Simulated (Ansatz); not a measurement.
Geometry optimisation, Ansatz, RHF/def2-mTZVP.

Input:

```yaml
crystal:
  periodic: [false, false, false]
  atoms:
    - { symbol: B, position_ang: [0.0, 0.0, 0.0] }
    - { symbol: Cl, position_ang: [0.0, 0.0, 2.21] }
    - { symbol: H, position_ang: [1.0305, 0.0, -0.595] }
    - { symbol: H, position_ang: [-1.0305, 0.0, -0.595] }
    - { symbol: "N", position_ang: [0.0773, -1.7539, 0.5833] }
    - { symbol: H, position_ang: [-0.441, -2.5119, 0.0539] }
    - { symbol: H, position_ang: [0.64, -2.0009, 1.4471] }
    - { symbol: H, position_ang: [0.0556, -1.2621, 1.6502] }
basis:
  gaussian: { orbitals: def2-mTZVP }
hamiltonian:
  xc: hf
relax:
  f_tol: 0.15
  max_steps: 25
  restrain:
    - { distance: [0, 4], at: 1.55, k: 30.0 }
    - { distance: [7, 1], at: 1.37, k: 30.0 }
    - { distance: [0, 1], at: 3.06, k: 30.0 }
    - { distance: [7, 4], at: 2.26, k: 30.0 }
```

Launched with:

```bash
$ ansatz run input.yaml --threads 1 --pin off --max-ram 2048MiB --backend cpu --events-out ev --progress --plain --runs-dir out
```

Q: Where does it end, and by what steps?

A: The forces met the threshold. The restraints hold the end off the free minimum; the threshold counts their pulls, which the force column leaves out. Restrained pairs: B1–N5 (1.85 → 1.47 Å), Cl2–H8 (1.38 → 1.33 Å), B1–Cl2 (2.21 → 3.07 Å), N5–H8 (1.17 → 2.26 Å). After 10 steps the energy has fallen by 5.621 eV (the restraints' own energy left out); H7 moved furthest, 1.19 Å.

```
step  energy less start (eV)  largest force component (eV/Å)  accepted
   0                  0.0000                           6.103       yes
   1                 -1.5569                           5.985       yes
   2                 -2.8676                           5.542       yes
   3                 -4.1976                           3.584       yes
   4                 -4.9288                           2.344       yes
   5                 -5.2860                           2.641       yes
   6                 -5.4817                           2.585       yes
   7                 -5.5861                           2.381       yes
   8                 -5.6215                           2.345       yes
   9                 -5.5444                           2.276        no
  10                 -5.6208                           2.374       yes
```

```xyz
8
Properties=species:S:1:pos:R:3
B 0.089 -0.492 -0.218
Cl -0.253 0.430 2.691
H 1.106 0.106 -0.330
H -0.965 -0.036 -0.505
N 0.139 -1.879 0.266
H -0.653 -2.482 0.233
H 1.003 -2.360 0.375
H -0.133 -0.815 2.242
```

Time of the run: 11 s on 1 thread of Arm Neoverse V2, on a shared host, peak memory 0.14 GiB.
